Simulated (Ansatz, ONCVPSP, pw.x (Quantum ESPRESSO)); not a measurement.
From atom to crystal: ONCV potential for sulfur

S (Z = 16), optimised norm-conserving Vanderbilt (ONCV), made with ONCVPSP 4.0.1.1 (patched build) (PBEsol, scalar-relativistic). Core [Ne], reference 3s2 3p3 (charge +1). Waves: 3s: rc 1.45 bohr, ncon 3, nbas 6, qcut 5.3 1/bohr, 3 projectors, debl 2.8 Ha; 3p: rc 1.65 bohr, ncon 3, nbas 6, qcut 5.1 1/bohr, 2 projectors, debl 2.4 Ha. Local part: polynomial inside 1.15 bohr (lpopt 5, dvloc0 -1 Ha). Core correction: none.

Crystal test: diamond S in pw.x 7.5, no spin, 8³ k-points, Fermi–Dirac smearing 0.01 Ry, cutoffs 60/240 Ry. The lattice is a test structure that the element need not adopt, and mesh and smearing are coarse.

pw.x input:

```
&control
  calculation='scf', prefix='x', pseudo_dir='./', outdir='./tmp', tstress=.true., disk_io='none'
/
&system
  ibrav=0, nat=2, ntyp=1, ecutwfc=60, ecutrho=240, nbnd=14,
  occupations='smearing', smearing='fd', degauss=0.01
/
&electrons
  conv_thr=1e-09, mixing_beta=0.4, electron_maxstep=70
/
ATOMIC_SPECIES
S 1.0 S.UPF
CELL_PARAMETERS angstrom
  0.00000000 2.84077245 2.84077245
  2.84077245 0.00000000 2.84077245
  2.84077245 2.84077245 0.00000000
ATOMIC_POSITIONS crystal
S 0.0000 0.0000 0.0000
S 0.2500 0.2500 0.2500
K_POINTS automatic
8 8 8 0 0 0
```

```bash
pw.x < S.scf.in > S.scf.out
```

**Question.** How does the run end?

**Answer.** It converges; the pressure is 1.42 GPa against 0.04 GPa from all-electron LAPW. This is a poor potential for the solid. The log shows:

```
     scf convergence threshold =      1.0E-09
     Exchange-correlation= PBESOL
     number of k points=    29  Fermi-Dirac smearing, width (Ry)=  0.0100
     iteration #  1     ecut=    60.00 Ry     beta= 0.40
     total energy              =     -40.75986334 Ry
     estimated scf accuracy    <       0.21937847 Ry
     iteration #  2     ecut=    60.00 Ry     beta= 0.40
     total energy              =     -40.75175459 Ry
     estimated scf accuracy    <       0.03753793 Ry
     iteration #  3     ecut=    60.00 Ry     beta= 0.40
     total energy              =     -40.75805455 Ry
     estimated scf accuracy    <       0.00032812 Ry
     iteration #  4     ecut=    60.00 Ry     beta= 0.40
     c_bands:  1 eigenvalues not converged
     total energy              =     -40.75811225 Ry
     estimated scf accuracy    <       0.00006952 Ry
     iteration #  5     ecut=    60.00 Ry     beta= 0.40
     total energy              =     -40.75812076 Ry
     estimated scf accuracy    <       0.00000030 Ry
     iteration #  6     ecut=    60.00 Ry     beta= 0.40
     total energy              =     -40.75812106 Ry
     estimated scf accuracy    <          7.6E-09 Ry
     iteration #  7     ecut=    60.00 Ry     beta= 0.40
     total energy              =     -40.75812106 Ry
     estimated scf accuracy    <          2.6E-09 Ry
     iteration #  8     ecut=    60.00 Ry     beta= 0.40
     the Fermi energy is     5.0996 ev
!    total energy              =     -40.75812106 Ry
     estimated scf accuracy    <          1.2E-11 Ry
     smearing contrib. (-TS)   =      -0.00750386 Ry
     The total energy is F=E-TS. E is the sum of the following terms:
     one-electron contribution =      -1.68759323 Ry
     hartree contribution      =       5.74118741 Ry
     xc contribution           =      -8.68004115 Ry
     ewald contribution        =     -36.12417022 Ry
     convergence has been achieved in   8 iterations
          total   stress  (Ry/bohr**3)                   (kbar)     P=       14.17
     Message from routine punch:
     Nothing written, as per user request (disk_io='none')
```
